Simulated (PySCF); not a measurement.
PySCF job for nitrous oxide (N2O), SMILES N#[N+][O-], PBE/pcSseg-2. Coordinates come from a PBE0-D3(BJ)/def2-TZVP optimisation.

```python
import numpy as np
from pyscf import gto, scf, dft
from pyscf.prop.nmr import rks as nmr

mol = gto.M(
    atom='''
    N     0.00000000    0.00000000   -1.18943265
    N     0.00000000    0.00000000   -0.07130375
    O     0.00000000    0.00000000    1.10314435
    ''',
    basis='pcSseg-2',
    charge=0,
    spin=0,
    max_memory=1600,
    verbose=3,
)
mf = dft.RKS(mol, xc='pbe')
mf.grids.level = 3
mf.conv_tol = 1e-10
mf.max_cycle = 100
mf.kernel()
n = nmr.NMR(mf)
n.verbose = 2
n.max_cycle_cphf = 60
sigma = n.kernel()
print('atom   isotropic/ppm   span/ppm')
for i, s in enumerate(sigma):
    w = np.linalg.eigvalsh((s + s.T) / 2)
    print(f'{mol.atom_symbol(i):2s}{i + 1:3d} {w.mean():14.3f} {w[2] - w[0]:11.3f}')
```

Output:

```
converged SCF energy = -184.56815728257
atom   isotropic/ppm   span/ppm
N   1         97.082     370.917
N   2          4.387     523.030
O   3        188.194     342.577
```

The run converged.

Cost: around 9 core-seconds (rough).
